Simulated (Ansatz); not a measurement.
# NO (doublet): B3LYP, r2SCANh over a scan of the distance N1–O2, 6-31G

Aim: run NO (doublet) with these functionals over a scan of the distance N1–O2, and hold them against the top wave-function level at the same points.

The runs use Ansatz 0.2.0, Gaussian basis; 6-31G, all electrons in the functionals.

Plan: B3LYP, r2SCANh, at 0.917 Å; 1.043 Å; 1.140 Å; 1.268 Å; 1.387 Å; 1.601 Å; 1.798 Å; 2.088 Å; 2.498 Å; 3.034 Å; 3.823 Å.

38 further runs of the same task are left out: 7 for a known fault of the program, 20 that didn't finish, 11 set aside as unsound or not needed.

## (1) The system

The geometry derives from a PBE0/def2-TZVP stationary point (not a proven minimum). One bond is set to the value named and the two fragments are kept rigid.

2 atoms, charge 0, spin multiplicity 2.

Atoms are counted from 1 here; the program's logs count them from 0.

Bond lengths: N1–O2 1.140 Å.

No dispersion term is added. B3LYP takes the VWN-RPA correlation.

The geometry shown and the zero of energy belong to the point 1.140 Å. The yardstick, FCI, and other wave-function levels (R restricted, U unrestricted, valence and pair active spaces) come from earlier runs.

## (2) B3LYP, 0.917 Å

in.yaml

```yaml
crystal:
  periodic: [false, false, false]
  atoms:
    - {symbol: N, position_ang: [0.000000, 0.000000, 0.000000]}
    - {symbol: O, position_ang: [0.000000, 0.000000, 0.917000]}
basis:
  gaussian: {orbitals: 6-31G}
magnetization: {spin_polarized: true, initial_magnetization: 1}
hamiltonian: {xc: {name: B3LYP}}
```

Launch:

```
$ ansatz run in.yaml --threads 1 --pin off --events-out ev --progress --plain --max-ram 2393MiB
```

The runs that follow: B3LYP, 1.043 Å; B3LYP, 1.140 Å; B3LYP, 1.268 Å; B3LYP, 1.387 Å; B3LYP, 1.601 Å; B3LYP, 1.798 Å; B3LYP, 2.088 Å; B3LYP, 2.498 Å; B3LYP, 3.034 Å; B3LYP, 3.823 Å; r2SCANh, 0.917 Å; r2SCANh, 1.043 Å; r2SCANh, 1.140 Å; r2SCANh, 1.268 Å; r2SCANh, 1.387 Å; r2SCANh, 1.601 Å; r2SCANh, 1.798 Å; r2SCANh, 2.088 Å; r2SCANh, 2.498 Å; r2SCANh, 3.034 Å; r2SCANh, 3.823 Å.

Before running them: what should the planned runs give, taken together? Wanted: span of the FCI curve; largest miss, B3LYP; largest miss, r2SCANh.

The runs gave:

```
             quantity                     value
span of the FCI curve            162.5 kcal/mol
  largest miss, B3LYP  +26.8 kcal/mol (3.823 Å)
largest miss, r2SCANh  +16.9 kcal/mol (3.823 Å)
```

Of the functionals, r2SCANh keep the smallest largest miss at the points compared (at most 16.9 kcal/mol) and B3LYP strays most (26.8 kcal/mol, at 3.823 Å). B3LYP, r2SCANh clearly break the spin symmetry at some points (⟨S²⟩ up to 2.00 above the pure value), so energy there is bought with a mixed spin. Functionals and the yardstick converge differently with the basis, so part of each miss in 6-31G is the basis.
